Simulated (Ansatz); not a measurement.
**How well does each level of theory give the enthalpy of formation of rock-salt NiO?**

Reference value: -1.224 eV/atom (measured, 0 K, at or extrapolated to 0 K; zero-point energies not removed; as tabulated in Aykol and Wolverton (2014), doi:10.1103/physrevb.90.115105).

### Question
Which of these levels comes closest to the reference?
A. PBE (Ansatz, a quantum-chemistry and plane-wave program)
B. r²SCAN (Ansatz)
C. PBE-D4 (Ansatz)
D. rVV10 (Ansatz)

### Answer
B, r²SCAN (Ansatz)

```tsv
level (code)	value (eV/atom)	difference (eV/atom)
PBE (Ansatz)	-0.625	+0.599
PBE-D4 (Ansatz)	-0.701	+0.523
rVV10 (Ansatz)	-0.824	+0.400
r²SCAN (Ansatz)	-1.167	+0.057
```

Of the ranked levels r²SCAN (+0.057 eV/atom) comes nearest. Farthest off among them: PBE (+0.599 eV/atom). Of the ranked levels only r²SCAN lands within 0.3 eV/atom. All 4 levels lie above the reference.

The measured value isn't corrected to a static lattice, so vibrations enter the comparison. Spin-polarised runs: PBE (opposed moments), PBE-D4 (opposed moments), rVV10 (opposed moments), r²SCAN (opposed moments). PBE-D4: a distance lies near a switch of the dispersion term, which can move the cell. Each level is taken at its own relaxed cell. Ansatz's density-functional and Hartree–Fock values are scalar-relativistic unless marked +SOC, with PAW data made under PBE.

Differences are worked out from the printed values.
